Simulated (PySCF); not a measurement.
Ionisation energy of Si by level of theory

Si [Ne] 3s2 3p2 (3P) → Si⁺ [Ne] 3s2 3p1 (2P), as a difference of total energies. Calculation: PySCF 2.14, in cc-pV(T+d)Z; no relativity, point nucleus. Correlated levels: valence: [Ne] frozen. The calculations carry no spin-orbit coupling.

```csv
method,ionisation energy (eV)
UHF,7.640
r2SCAN,8.326
BP86,8.256
MP2 (valence),8.042
SCS-MP2 (valence),7.957
CCSD (valence),8.071
CCSD(T) (valence),8.109
```

Errors of the correlated levels include the incompleteness of this basis and the frozen core.

**Question.** Which method comes closest to the reference value, and which is furthest?

**Answer.** The reference is 8.157 eV (measured; NIST levels, between the centres of gravity of the two terms). Closest: CCSD(T) (valence) (error -0.048 eV); furthest: UHF (error -0.517 eV).
